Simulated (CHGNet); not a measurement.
## 1T (CdI2-type) PtSe2

These are the machine-learned potential CHGNet-r²SCAN (trained on r²SCAN data) values and carry that method's errors.

Cell: relaxed at this level.

```
Quantity              Result
-------------------  -------
lattice constant a   3.654 Å
lattice parameter c  5.479 Å
```

Measured, for comparison: lattice constant a 3.727 Å (temperature not stated, no zero-point or thermal correction; as tabulated in Björkman (2014), arXiv:1406.2436); lattice parameter c 5.074 Å (temperature not stated, zero-point anharmonic expansion removed (computed with revB86b-DF2); no thermal correction; as tabulated in Björkman (2014), arXiv:1406.2436). Computed (rounded) less measured: lattice constant a -2.0 %, lattice parameter c +8.0 %. A static lattice is as a rule a little smaller and stiffer than an uncorrected measurement, which narrows the difference in the lattice constant a and would widen misses of the other sign.

A machine-learned potential is trained on density-functional data: it inherits that level's misses and adds fitting errors of its own.

Note: elastic tensor is asymmetric by over 3 %: noisy; elastic tensor is not positive definite: mechanically unstable at this level; the model gives imaginary modes for this phase (in the spectrum interpolated from a supercell); the model's c/a of 1.50 is far from the 1.36 of the starting cell.
